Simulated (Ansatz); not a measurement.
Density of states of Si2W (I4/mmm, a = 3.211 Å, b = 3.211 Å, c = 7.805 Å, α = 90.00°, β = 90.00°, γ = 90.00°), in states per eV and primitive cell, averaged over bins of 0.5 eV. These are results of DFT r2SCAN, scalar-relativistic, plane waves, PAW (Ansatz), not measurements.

Plane waves to 500 eV, a k mesh through Γ of 18×18×18 on the computed 3-atom cell and Gaussian smearing (0.10 eV); no spin polarisation.

The cell is relaxed at this level. The states (both spins) are summed by tetrahedra on a 27×27×27 mesh at the self-consistent density. Energies are bin centres; the table starts no lower than −8 eV and ends at 6 eV, or lower where the solved bands end.

It is a metal at this level.

```tsv
E − E_F (eV)	total	W 5d	Si 3p	Si 3s	W 6s
-7.80	0.60	0.16	0.28	0.13	0.03
-7.30	0.68	0.17	0.36	0.09	0.04
-6.80	1.19	0.29	0.76	0.07	0.05
-6.30	0.99	0.24	0.63	0.06	0.04
-5.80	0.86	0.24	0.48	0.09	0.03
-5.30	0.76	0.22	0.36	0.12	0.04
-4.80	1.14	0.42	0.46	0.16	0.07
-4.30	1.31	0.57	0.47	0.16	0.07
-3.80	1.40	0.65	0.50	0.16	0.05
-3.30	1.98	1.06	0.68	0.15	0.03
-2.80	4.56	2.47	1.73	0.16	0.03
-2.30	2.33	1.18	0.96	0.08	0.01
-1.80	1.11	0.66	0.36	0.05	0.00
-1.30	0.81	0.56	0.19	0.03	0.00
-0.80	0.76	0.61	0.11	0.01	0.00
-0.30	0.46	0.38	0.07	0.00	0.00
0.20	0.21	0.13	0.06	0.00	0.00
0.70	0.58	0.28	0.17	0.11	0.00
1.20	0.84	0.40	0.26	0.12	0.01
1.70	1.27	0.58	0.37	0.18	0.04
2.20	1.73	0.80	0.44	0.23	0.09
2.70	2.50	1.16	0.62	0.39	0.12
3.20	2.09	0.95	0.47	0.25	0.21
3.70	1.60	0.53	0.38	0.20	0.21
4.20	1.67	0.53	0.47	0.21	0.13
4.70	2.29	0.66	0.71	0.29	0.18
5.20	1.59	0.37	0.62	0.17	0.11
```

The columns after the total are the main Löwdin projections on the occupied valence shells of the potentials; 1 other is left out. The rest of the total lies in those, in shells that are empty in the free atom, which aren't projected, and between the atoms.

Spin-orbit coupling is left out, which matters for the bands of heavy elements.